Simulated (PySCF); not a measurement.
Two probes of the same atoms: core binding energy and nuclear shielding

Compound: C4H5F.
Atom-mapped SMILES: `[CH:1]#[C:2][C@H:3]([CH3:4])[F:5]`

Geometry (PBE0-D3(BJ)/def2-SVP, Å), atoms numbered from 1 in this order:
```xyz
10
C4H5F angstrom
C      2.338   -0.029   -0.176
C      1.175    0.246    0.011
C     -0.236    0.561    0.248
C     -1.136   -0.650    0.110
F     -0.653    1.531   -0.640
H      3.372   -0.270   -0.343
H     -0.329    0.989    1.263
H     -1.055   -1.062   -0.905
H     -0.852   -1.429    0.832
H     -2.179   -0.355    0.293
```

Binding energies: PySCF, delta-SCF UKS SCAN, pcX-2 on the ionised atom, pcseg-1 elsewhere, spin-free X2C. Shieldings: GIAO PBE0/pcSseg-1, non-relativistic, same geometry.

```tsv
atom	C 1s (eV)
C1	290.78
C2	291.03
C3	293.97
C4	291.19
```

What are the absolute isotropic shieldings of these atoms?

```
atom             environment  C 1s (eV)  isotropic shielding (ppm)
  C1  terminal alkyne carbon     290.78                      102.1
  C2           alkyne carbon     291.03                       99.2
  C4           methyl carbon     291.19                      160.0
  C3          sp3 C–F carbon     293.97                      105.6
```

Among the listed atoms, is the one with the highest binding energy also the least shielded?

No. The highest binding energy is at C3 (293.97 eV, shielding 105.6 ppm), the lowest shielding at C2 (99.2 ppm, 291.03 eV).

By binding energy: C1 < C2 < C4 < C3. By shielding: C2 < C1 < C3 < C4.

The unrestricted hole states depart most from a pure doublet (⟨S²⟩ = 0.75; over 0.85 named) for C 1s of C2 (0.87), which makes this value less certain. Isolated species at its PBE0-D3(BJ)/def2-SVP geometry, gas phase.
